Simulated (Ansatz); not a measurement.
bcc Ba was calculated with LDA (Ansatz, a first-principles code, plane waves, PAW).

A relaxed, unreconstructed slab of the (111) face has 12 atoms, two equal faces of 39.280 Å² each and an energy of -69352.5154 eV. A bulk cell of 3 atoms with the same orientation and in-plane k mesh has -17338.7426 eV. Energies are extrapolated to zero smearing.

Numerical settings: plane-wave cutoff 500 eV, 12×12×1 k mesh (along the axes of the cell as run), Fermi–Dirac smearing 0.1 eV, scalar-relativistic PAW data made under PBE.

Worked out: γ = (E_slab − N E_bulk per atom)/2A = [-69352.5154 − 12 × (-17338.7426/3)]/(2 × 39.280) = 0.0313 eV/Å². With 16.022 J/m² per eV/Å² this is 0.50 J/m², or 1.23 eV per surface cell and face.
